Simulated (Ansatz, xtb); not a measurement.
# Two structures of CH2LiN

Structure X: a singlet given by its coordinates. Structure Y: a singlet given by its coordinates. Both are isolated molecules in the gas phase, relaxed with PBE0-D4/def2-TZVP.

X (Å):

```tsv
atom	x (Å)	y (Å)	z (Å)
C	-0.1240	0.4763	0.3141
Li	0.4213	-2.3041	-0.4904
N	0.1063	-0.6972	-0.0256
H	0.3449	1.3635	-0.1675
H	-0.8222	0.7578	1.1339
```

Close contacts (Å): C1–N3 1.24, Li2–N3 1.70, C1–H4 1.11, C1–H5 1.11.

Y (Å):

```tsv
atom	x (Å)	y (Å)	z (Å)
C	1.0645	1.5535	0.0231
Li	2.8448	0.9637	0.1970
N	1.2706	0.3649	-0.4529
H	0.0299	1.9344	-0.0610
H	0.4777	-0.1308	-0.8663
```

Close contacts (Å): C1–Li2 1.88, C1–N3 1.30, Li2–N3 1.81, C1–H4 1.11, N3–H5 1.02.

**Question.** Estimate E(Y) − E(X) at the level CCSD(T)/def2-TZVPP.

**Answer.** Calculated at CCSD(T)/def2-TZVPP: E(Y) − E(X) = +20.5 kJ/mol, so structure X lies lower.

How the difference moves with the method:

| level | geometry | E(Y) − E(X) (kJ/mol) | departure from the last row (kJ/mol) | job, with rough time for the two |
| --- | --- | --- | --- | --- |
| GFN2-xTB | GFN2-xTB | +49.9 | +29.4 | optimisation, 0.1 s |
| HF/STO-3G | GFN2-xTB | −17.1 | −37.6 | single point, 0.18 s |
| r2SCAN-D4/def2-SVP | GFN2-xTB | +25.7 | +5.2 | single point, 2.3 s |
| PBE0-D4/def2-TZVP | PBE0-D4/def2-TZVP | +23.0 | +2.4 | optimisation, 19 s |
| HF/def2-TZVPP | PBE0-D4/def2-TZVP | +19.3 | −1.2 | part of the CCSD(T) run |
| MP2/def2-TZVPP | PBE0-D4/def2-TZVP | +26.6 | +6.1 | part of the CCSD(T) run |
| CCSD(T)/def2-TZVPP | PBE0-D4/def2-TZVP | +20.5 |  | single point, 9.6 s |

HF/STO-3G puts the two in the other order. The largest departure from CCSD(T)/def2-TZVPP is that of HF/STO-3G, 37.6 kJ/mol.

With harmonic frequencies from PBE0-D4/def2-TZVP (ideal gas, rigid rotor, one conformer each, 298.15 K, 1 atm): the zero-point term adds +4.7 kJ/mol; ΔH is +23.3 and ΔG +24.4 kJ/mol.

The correlated steps freeze 2 core orbitals; the last core shell of Li is correlated, in a basis made for valence electrons. Run with Ansatz 0.2.0, xtb 6.7.1; the last row on 1 thread of Arm Neoverse V1 on a shared host.
